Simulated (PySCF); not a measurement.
**Sulfur: a sound run and one with changed settings**

Sound run: S [Ne] 3s2 3p4, S⁺ [Ne] 3s2 3p3. Calculation: PySCF 2.14, in def2-TZVP; no relativity, point nucleus. In the sound run the correlated levels freeze [Ne]. The sound run starts from symmetry-adapted Hartree-Fock orbitals and uses a fine grid where one is needed.

A second run was set up differently.

| species | method | sound run (hartree) | changed run (hartree) | converged |
| --- | --- | --- | --- | --- |
| S | MP2 | -397.61612 | -397.71574 | yes |
| S | CCSD(T) | -397.64473 | -397.74379 | yes |
| S⁺ | MP2 | -397.25032 | -397.34978 | yes |
| S⁺ | CCSD(T) | -397.27393 | -397.37283 | yes |

Ionisation energy of S:

| method | sound run (eV) | changed run (eV) |
| --- | --- | --- |
| UHF | 9.232 | 9.232 |
| MP2 | 9.954 | 9.958 |
| SCS-MP2 | 10.028 | 10.027 |
| CCSD | 10.058 | 10.061 |
| CCSD(T) | 10.090 | 10.094 |

What was changed?
A. all electrons correlated in a valence basis
B. minimal basis
C. too few SCF iterations
D. a valence shell is frozen

A. A valence basis has no tight correlating functions, so it recovers only part of the core correlation, and not evenly between atom and ion.
